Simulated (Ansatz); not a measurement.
C4H8, SMILES `CC1CC1` (charge 0, multiplicity 1).

Cartesian coordinates (Å):
```xyz
12

C     -1.4094     0.2624    -0.3163
C     -0.2154    -0.2699     0.4219
C      0.9958    -0.7153    -0.3366
C      1.0437     0.5369     0.4889
H     -2.0606    -0.5466    -0.6586
H     -1.0963     0.8308    -1.1966
H     -2.0042     0.9291     0.3142
H     -0.4497    -0.8471     1.3111
H      0.9767    -0.6085    -1.4151
H      1.5411    -1.5815     0.0168
H      1.6216     0.5235     1.4046
H      1.0568     1.4861    -0.0342
```
Charge 0, multiplicity 1.

Frozen-core energies in 6-31g from Ansatz (a first-principles code) at a geometry from PBE0-D3(BJ)/def2-TZVP; the HF reference has <S^2> = 0.00 and the T1 diagnostic is 0.005.

| level | energy (Ha) | difference from CCSDT(Q) (mHa) |
|---|---|---|
| HF | -156.02826 | 419.26 |
| MP2 | -156.39004 | 57.49 |
| CCSD | -156.43658 | 10.94 |
| CCSD(T) | -156.44628 | 1.25 |
| CCSDT | -156.44688 | 0.64 |
| CCSDT(Q) | -156.44752 | 0.00 |
